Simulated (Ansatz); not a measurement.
Results of PBE0 (PAW; Ansatz, a first-principles code) for diamond.

Settings: plane-wave cutoff 520 eV, 12×12×12 k mesh, scalar-relativistic PAW data made under PBE.

Cell (relaxed at this level):

```
C
1.0
    0.00000     1.77263     1.77263
    1.77263     0.00000     1.77263
    1.77263     1.77263     0.00000
C
2
Direct
  0.50000   0.50000   0.50000
  0.75000   0.75000   0.75000
```

Problem. Estimate the Young modulus, elastic constant C12, elastic constant C11, Voigt–Reuss–Hill shear modulus (Hill average) and elastic constant C44 that the calculation returns.

Solution. 
Young modulus: 1208 GPa
elastic constant C12: 137 GPa
elastic constant C11: 1138 GPa
Voigt–Reuss–Hill shear modulus (Hill average): 563 GPa
elastic constant C44: 609 GPa

Measured, for comparison: elastic constant C12 125 GPa, elastic constant C11 1081 GPa, elastic constant C44 579 GPa (low temperature, zero-point motion not removed; as tabulated in Tanner et al. (2021), arXiv:2110.11888). Computed (rounded) less measured: elastic constant C12 +10 %, elastic constant C11 +5 %, elastic constant C44 +5 %.

Elastic constants are with the ions relaxed.

Computed values are for the static lattice.
